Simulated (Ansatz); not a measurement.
# CH3 (doublet): wave-function methods side by side at distance C1–H3 = 1.302 Å, 6-31G

Aim: climb from Hartree-Fock through coupled cluster and multireference methods for CH3 (doublet) at one geometry and basis, and see what each rung misses.

Computed with Ansatz 0.2.0, Gaussian basis. Level: 6-31G, core rule «outside noble gas», up to 1 orbitals frozen.

To be run: UHF; CCSD(T) on ROHF; CCSD(T) on UHF; BCCD(T) on ROHF; CISD; CCSDT(Q) on ROHF; CCSDT(Q) on UHF; CISDTQ; CCSDTQ on ROHF; CCSDTQ on UHF; CASSCF and MRCISD+Q, 3 electrons in 3 orbitals; CASSCF and NEVPT2, 3 electrons in 3 orbitals; CASSCF and MRCISD+Q, 7 electrons in 7 orbitals; CASSCF and NEVPT2, 7 electrons in 7 orbitals; Full CI.

14 further runs of the same task are left out: 11 that didn't finish, 3 set aside as unsound or not needed.

### 1 What is computed

The geometry derives from a PBE0/def2-TZVP stationary point (not a proven minimum). One bond is set to the value named and the two fragments are kept rigid.

4 atoms, charge 0, spin multiplicity 2.

Atoms are counted from 1 here; the program's logs count them from 0.

Bond lengths: C1–H2 1.080 Å, C1–H3 1.302 Å, C1–H4 1.080 Å. Angles: H2–C1–H3 120.0°, H2–C1–H4 120.0°, H3–C1–H4 120.0°.

### 2 UHF

in.yaml

```yaml
crystal:
  periodic: [false, false, false]
  atoms:
    - {symbol: C, position_ang: [0.007608, -0.012790, 0.000038]}
    - {symbol: H, position_ang: [1.087539, 0.001235, -0.000283]}
    - {symbol: H, position_ang: [-0.657981, 1.106221, -0.003258]}
    - {symbol: H, position_ang: [-0.520211, -0.955046, 0.003093]}
basis:
  gaussian: {orbitals: 6-31G}
magnetization: {spin_polarized: true, initial_magnetization: 1}
hamiltonian: {xc: hf}
output: {orbitals: {seedname: orbitals}}
```

On the command line:

```sh
$ ansatz run in.yaml --threads 1 --pin off --events-out ev --progress --plain --max-ram 2393MiB
```

After this run come: CCSD(T) on ROHF; CCSD(T) on UHF; BCCD(T) on ROHF; CISD; CCSDT(Q) on ROHF; CCSDT(Q) on UHF; CISDTQ; CCSDTQ on ROHF; CCSDTQ on UHF; CASSCF and MRCISD+Q, 3 electrons in 3 orbitals; CASSCF and NEVPT2, 3 electrons in 3 orbitals; CASSCF and MRCISD+Q, 7 electrons in 7 orbitals; CASSCF and NEVPT2, 7 electrons in 7 orbitals; Full CI.

Before running them: what should the planned runs give, taken together? Wanted: FCI below the RHF energy; RMP2 from FCI; UMP2 from FCI; RCCSD from FCI; RCCSD(T) from FCI; UCCSD(T) from FCI; RCCSDT(Q) from FCI; UCCSDT(Q) from FCI; NEVPT2 pair from FCI.

**Answer**, as computed:

| quantity | value |
| --- | --- |
| FCI below the RHF energy | -2.8506 eV |
| RMP2 from FCI | +628.6 meV |
| UMP2 from FCI | +603.3 meV |
| RCCSD from FCI | +45.2 meV |
| RCCSD(T) from FCI | +9.9 meV |
| UCCSD(T) from FCI | +10.4 meV |
| RCCSDT(Q) from FCI | +0.2 meV |
| UCCSDT(Q) from FCI | -0.1 meV |
| NEVPT2 pair from FCI | +447.3 meV |
| MRCISD+Q pair from FCI | +2.9 meV |
| NEVPT2 valence from FCI | +218.2 meV |
| levels within 1 kcal/mol (43 meV) | RCCSD(T), UCCSD(T), BCCD(T), RCCSDT, UCCSDT, CISDTQ, RCCSDT(Q), UCCSDT(Q), RCCSDTQ, UCCSDTQ, MRCISD+Q pair, MRCISD valence, MRCISD+Q valence |
| T1 diagnostic | 0.018 |
| effectively unpaired electrons | 1.03 |

**Reading.** RCCSD(T) misses by +9.9 meV, 0.3 % of the correlation energy. One determinant dominates. Of the multireference levels listed MRCISD+Q pair comes nearest in total energy (+2.9 meV), which doesn't show that its space is the better one. These misses are within one basis, not against nature; the frozen cores of restricted and unrestricted runs differ, which can shift their rows.
